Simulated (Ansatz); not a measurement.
Frontier orbitals of C$_{2}$H$_{4}$Cl$_{2}$ (`CC(Cl)Cl`).

The species carries charge 0 and has multiplicity 1. Geometry: relaxed with PBE0-D4/def2-TZVP. Basis def2-TZVPP, Ansatz.

A caution on the coupled-cluster cation, which keeps the state that its UHF reference found: large T1 diagnostic of the cation.

```
 functional  HOMO (eV)  LUMO (eV)  gap (eV)
LDA (SPW92)      -7.33      -1.21      6.12
        PBE      -7.19      -1.01      6.18
       BLYP      -7.03      -0.90      6.13
       PBE0      -8.61       0.11      8.72
      B3LYP      -8.33      -0.17      8.16
    ωB97X-V     -11.06       2.42     13.48
    ωB97M-V     -10.88       2.24     13.12
```

(1) What is the vertical ionisation energy at frozen-core CCSD(T)/CBS(def2)? (Estimate.)

Answers

(1) Ansatz gave: 11.42 eV (T1 of the cation 0.061).

A quarter of exact exchange (PBE0) shifts PBE's HOMO by −1.42 eV and its LUMO by +1.11 eV; full exchange at long range (ωB97M-V) shifts them by −3.69 and +3.24 eV. The gap opens from 6.18 to 13.12 eV, since occupied levels lose self-interaction and empty ones feel all the electrons. A positive LUMO is unbound and depends on the basis. −ε(HOMO) differs from that ionisation energy by −4.23 eV with PBE and −0.54 eV with ωB97M-V.

B3LYP here is the variant with VWN-RPA as its local correlation; programs differ in this.
